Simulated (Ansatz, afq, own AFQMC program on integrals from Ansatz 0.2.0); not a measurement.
# H2O (singlet): AFQMC on the coupled-cluster ladder at scale of all distances = 1.140, 6-31G

An exercise on one series of results from a longer session: the logs are not shown, and one member is left open.

The runs use Ansatz 0.2.0, Gaussian basis, and an in-house AFQMC program (afq) on its integrals; all values are calculated; 6-31G, frozen cores.

To be run: Full CI; PBE (unrestricted); r2SCAN (unrestricted); PBE0 (unrestricted); B3LYP (unrestricted); wB97M-V (unrestricted); CCSD(T) on RHF; B2PLYP (unrestricted); Full CI; CCSDT(Q) on RHF; CCSDTQ on RHF; Phaseless AFQMC, CISD trial on RHF; Phaseless AFQMC, single-determinant trial on RHF; Free-projection AFQMC, CISD trial on RHF; Free-projection AFQMC, CISD trial on RHF; UHF.

3 further runs of the same task are left out: 3 that didn't finish.

### What is computed

The geometry derives from a PBE0/def2-TZVP stationary point (not a proven minimum). All distances are scaled together.

3 atoms, charge 0, spin multiplicity 1.

Atoms are counted from 1 here; the program's logs count them from 0.

Bond lengths: O1–H2 1.094 Å, O1–H3 1.094 Å. Angles: H2–O1–H3 105.1°.

Set-up of the first run:

in.yaml

```yaml
crystal:
  periodic: [false, false, false]
  atoms:
    - {symbol: O, position_ang: [0.000000, -0.074463, 0.000000]}
    - {symbol: H, position_ang: [0.000000, 0.590987, -0.868167]}
    - {symbol: H, position_ang: [0.000000, 0.590987, 0.868167]}
basis:
  gaussian: {orbitals: 6-31G}
correlation: {method: fci, electrons: outside_noble_gas}
```

Launch:

```sh
$ ansatz run in.yaml --threads 1 --pin off --events-out ev --progress --plain --max-ram 15360MiB --backend cuda --devices 0, --max-vram 18GiB
```

Among the steps run: Full CI; PBE (unrestricted); r2SCAN (unrestricted); PBE0 (unrestricted); B3LYP (unrestricted); wB97M-V (unrestricted); CCSD(T) on RHF; B2PLYP (unrestricted); CCSDT(Q) on RHF; CCSDTQ on RHF; Phaseless AFQMC, CISD trial on RHF; Phaseless AFQMC, single-determinant trial on RHF; Free-projection AFQMC, CISD trial on RHF; Free-projection AFQMC, CISD trial on RHF (settings varied); UHF.

One of the session's tables, all rows but one given; the rest of the session is left out.

On the RHF determinant, counted from full CI (exact for this spin and basis):

| level | from full CI (kJ/mol) |
| --- | --- |
| HF | +393.9 |
| MP2 | +25.3 |
| CCSD | ? |
| CCSD(T) | +1.8 |
| CCSDT(Q) | -0.1 |
| CCSDTQ | +0.1 |
| full CI | 0.0 |
| Phaseless AFQMC, CISD trial, step 0.005, 4000 walkers | +0.6 |
| Phaseless AFQMC, single-determinant trial, step 0.005, 4000 walkers | -6.0 |
| Free-projection AFQMC, CISD trial, step 0.03, 4000 walkers | -0.2 |

Estimate the missing values for CCSD.

**Answer.** from full CI (kJ/mol): +5.9. In the column «from full CI (kJ/mol)» it lies between CCSD(T) (+1.8) and MP2 (+25.3).

Caveats from the session: On RHF the phaseless walk with the CISD trial lies +0.6 kJ/mol from full CI, within three error bars.
